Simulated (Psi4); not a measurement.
## HBS (hydrogen boron sulfide): a line through the functionals

The species is HBS (3 atoms), meant as a singlet with charge 0. SMILES: `B=S`. The shape is that of a PBE0-D4/def2-TZVP optimisation.

The dipole moment y, in D, basis def2-TZVPPD; a is the functional's share of exact exchange. Programs: Psi4 1.11.

```
functional  program     a  y (D)
    revPBE     Psi4     0   1.25
       PBE     Psi4     0   1.23
     B3LYP     Psi4   0.2      ?
      PBE0     Psi4  0.25   1.43
     BHLYP     Psi4   0.5   1.63
```

Q: Fit y = c + s·a to the known rows and predict B3LYP.

A: 
1. Means of the 4 rows: a = 0.1875, y = 1.385.
2. Σ(Δa)² = 0.17188, Σ(Δa·Δy) = 0.13375, so the slope is 0.13375/0.17188 = 0.77816.
3. Intercept: 1.385 − (0.77816) × 0.1875 = 1.239. The largest residual of the fit is 0.011.
4. B3LYP: 1.239 + (0.77816) × 0.2 = 1.39 D.

The run gave 1.39 D, so the prediction is off by 0.00 D: they agree to the digits shown. More exact exchange makes the molecule more polar here. The rows mix families of semi-local functionals, which the line can't see. The measured value is 1.30 D (NIST CCCBDB); in this basis the line meets it at a = 0.08.
